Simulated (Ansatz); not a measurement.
# C3H5F3: up Jacob's ladder to CCSD(T)

One table from this session's results is given with a row withheld; the runs are named, their logs left out.

Program: Ansatz 0.2.0, Gaussian basis. Level of theory: functionals in def2-TZVPP, the program's frozen cores in correlated methods. These are calculated values, not measurements.

Plan: PBE-D4, r2SCAN-D4, PBE0-D4, B3LYP-D4, ωB97X-V, ωB97M-V, B2PLYP; CCSD(T)/def2-TZVPP; MP2/def2-QZVPP; extrapolation to the limit.

**The relaxed structure**

The geometry comes from an earlier relaxation with PBE0-D4 in a triple-zeta def2 set; it is a stationary point, not always the lowest conformer.

SMILES `CC(F)(F)CF`, 11 atoms, charge 0, spin multiplicity 1.

Atoms are counted from 1 here; the program's logs count them from 0.

Bond lengths: C1–C2 1.504 Å, C1–H7 1.090 Å, C1–H8 1.090 Å, C1–H9 1.090 Å, C2–F3 1.362 Å, C2–F4 1.362 Å, C2–C5 1.515 Å, C5–F6 1.367 Å, C5–H10 1.094 Å, C5–H11 1.094 Å. Angles: C2–C1–H7 110.4°, C2–C1–H8 110.4°, C2–C1–H9 108.6°, H7–C1–H8 109.4°, H7–C1–H9 109.0°, H8–C1–H9 109.0°, C1–C2–F3 109.5°, C1–C2–F4 109.5°, C1–C2–C5 113.5°, F3–C2–F4 106.3°, F3–C2–C5 108.9°, F4–C2–C5 108.9°, C2–C5–F6 110.7°, C2–C5–H10 109.2°, C2–C5–H11 109.2°, F6–C5–H10 109.0°, F6–C5–H11 109.0°, H10–C5–H11 109.8°.

Coordinates:

```
C    -0.5808   -0.1692   -1.1691
C     0.0064    0.5497    0.0140
F    -0.9247    1.3912    0.5436
F     1.0411    1.3343   -0.3974
C     0.5003   -0.3809    1.1024
F     1.0213    0.3311    2.1467
H     0.1668   -0.8148   -1.6307
H    -1.4379   -0.7692   -0.8621
H    -0.9090    0.5715   -1.8984
H     1.2779   -1.0320    0.6931
H    -0.3359   -0.9847    1.4660
```

Set-up of the first run:

File in.yaml:

```yaml
crystal:
  periodic: [false, false, false]
  atoms:
    - {symbol: C, position_ang: [-0.580823, -0.169238, -1.169125]}
    - {symbol: C, position_ang: [0.006354, 0.549698, 0.014034]}
    - {symbol: F, position_ang: [-0.924706, 1.391239, 0.543592]}
    - {symbol: F, position_ang: [1.041065, 1.334278, -0.397400]}
    - {symbol: C, position_ang: [0.500324, -0.380852, 1.102362]}
    - {symbol: F, position_ang: [1.021309, 0.331084, 2.146746]}
    - {symbol: H, position_ang: [0.166780, -0.814818, -1.630716]}
    - {symbol: H, position_ang: [-1.437901, -0.769185, -0.862148]}
    - {symbol: H, position_ang: [-0.909043, 0.571459, -1.898371]}
    - {symbol: H, position_ang: [1.277931, -1.032024, 0.693145]}
    - {symbol: H, position_ang: [-0.335892, -0.984743, 1.465978]}
basis:
  gaussian: {orbitals: def2-TZVPP}
hamiltonian: {xc: pbe, dispersion: d4}
output: {forces: true, orbitals: {seedname: orbitals}}
```

Command:

```
ansatz run in.yaml --threads 4 --pin off --events-out ev --progress --plain --max-ram 10444MiB
```

Steps of the session up to this table: PBE-D4 (GGA); r2SCAN-D4 (meta-GGA); PBE0-D4 (hybrid); B3LYP-D4 (hybrid); ωB97X-V (range-separated); ωB97M-V (range-separated); B2PLYP (double hybrid); CCSD(T) in def2-TZVPP; MP2 in def2-QZVPP.

One of the session's tables, all rows but one given; the rest of the session is left out.

| method | atomisation energy (kJ/mol) |
| --- | --- |
| PBE-D4 | 4491.5 |
| r2SCAN-D4 | 4377.7 |
| PBE0-D4 | 4381.6 |
| B3LYP-D4 | 4344.2 |
| ωB97X-V | 4370.6 |
| ωB97M-V | 4372.8 |
| B2PLYP | 4312.1 |
| HF/def2-TZVPP | ? |
| MP2/def2-TZVPP | 4360.3 |
| CCSD/def2-TZVPP | 4181.9 |
| CCSD(T)/def2-TZVPP | 4250.1 |
| MP2/CBS | 4467.1 |
| CCSD(T)/CBS | 4357.0 |

**Question.** Estimate the row for HF/def2-TZVPP.

As computed: atomisation energy (kJ/mol): 3155.0. In the column «atomisation energy (kJ/mol)» it is the lowest.
